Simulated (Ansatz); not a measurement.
Ruthenium, hcp: convergence with Methfessel-Paxton smearing

Computed with Ansatz, LDA, scalar-relativistic PAW, on the relaxed cell (a = 2.678 Å, c = 4.218 Å (c/a = 1.575); spin not included). Errors count from a run at 420 eV on a Γ-centred 22×22×12 mesh with Fermi-Dirac smearing of 0.1 eV, extrapolated to zero width. Fixed here: cutoff 420 eV, mesh 13×13×8. The SCF starts from atomic densities corrected by a trained network.

| width (eV) | E(σ→0) error (meV/atom) | F error (meV/atom) | P (GPa) | SCF iterations |
| --- | --- | --- | --- | --- |
| 0.01 | 1.8 | 1.8 | -0.23 | 6 |
| 0.03 | 1.8 | 1.8 | -0.23 | 6 |
| 0.2 | 2.3 | 2.3 | -0.25 | 5 |
| 0.3 | 2.4 | 2.5 | -0.24 | 5 |
| 0.6 | 2.1 | 4.4 | -0.37 | 5 |
| 1.0 | 4.0 | 19.9 | -1.07 | 5 |

Task: What does the run at 0.1 give (width)?

Result: E(σ→0) error (meV/atom): 1.8; F error (meV/atom): 1.9; P (GPa): -0.25; SCF iterations: 5.
